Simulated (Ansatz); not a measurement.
Two isomers of C4H6ClF: A = `C=C(C)C(F)Cl`, B = `FC1(Cl)CCC1`.

Program: Ansatz. Geometries: PBE0-D4/def2-TZVP. ΔE: electronic, gas phase. CCSD(T)/CBS adds triple-zeta CCSD(T) − MP2 to the extrapolated MP2 energy (def2 sets, frozen cores). Functionals use def2-TZVPP. One conformer a species, not always the lowest.

Task: Which is lower in electronic energy at CCSD(T)/CBS, and by how much? (An estimate is asked.)

Result: Ansatz gave: A, by 1.6 kcal/mol.

Task: Give E(B) − E(A) in kcal/mol with PBE-D4, PBE0-D4, MP2/def2-TZVPP, CCSD(T)/def2-TZVPP, B2PLYP, HF/def2-TZVPP, r2SCAN-D4. (An estimate is asked.)

Result: The calculation gave: PBE-D4 0.5, PBE0-D4 -1.4, MP2/def2-TZVPP 0.1, CCSD(T)/def2-TZVPP 1.5, B2PLYP 3.2, HF/def2-TZVPP 4.2, r2SCAN-D4 1.3. The order is the other way round with PBE0-D4.

Largest T1 diagnostic: 0.011.

In def2-TZVPP, CCSD(T) changes the Hartree–Fock value by −2.7 kcal/mol (the triples alone add +0.3 kcal/mol) and MP2 by −4.1 kcal/mol. From PBE to PBE0 (25 % exact exchange), in def2-TZVPP and without D4, E(B) − E(A) moves by −1.9 kcal/mol.
